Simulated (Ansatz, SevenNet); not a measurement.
For zinc-blende GaP, the machine-learned potential SevenNet-0 (trained on PBE and PBE+U data) gives:

| Item | Value |
|---|---|
| equilibrium lattice constant a | 5.508 Å |
| elastic constant C11 | 100 GPa |
| elastic constant C44 | 32.1 GPa |
| Voigt–Reuss–Hill shear modulus | 27.5 GPa |

**Question.** What does HSE06 in Ansatz (PAW) give for the same quantities?

**Answer.** 
- lattice constant a: 5.465 Å (shrinks by 0.8 %)
- elastic constant C11: 142 GPa (goes up by 42 %)
- elastic constant C44: 71.7 GPa (grows by 120 %)
- Voigt–Reuss–Hill shear modulus: 57.0 GPa (increases by 110 %)

For comparison: lattice constant a 5.439 Å (measured, static lattice: zero-point anharmonic expansion removed; as tabulated in Mejia-Rodriguez and Trickey (2018), arXiv:1807.09216); elastic constant C11 140 GPa (measured, temperature not stated, not corrected to a static lattice; as tabulated in Råsander and Moram (2015), arXiv:1505.02379); elastic constant C44 70 GPa (measured, temperature not stated, no zero-point or thermal correction; as tabulated in Råsander and Moram (2015), arXiv:1505.02379).

Changes are worked out from the printed values.

Unless a cell is named, each level is at its own relaxed cell (SevenNet-0 20.88, HSE06 20.40 Å³/atom).

Ansatz's density-functional and Hartree–Fock values are scalar-relativistic unless marked +SOC, with PAW data made under PBE.

Ansatz is a quantum-chemistry and plane-wave program.
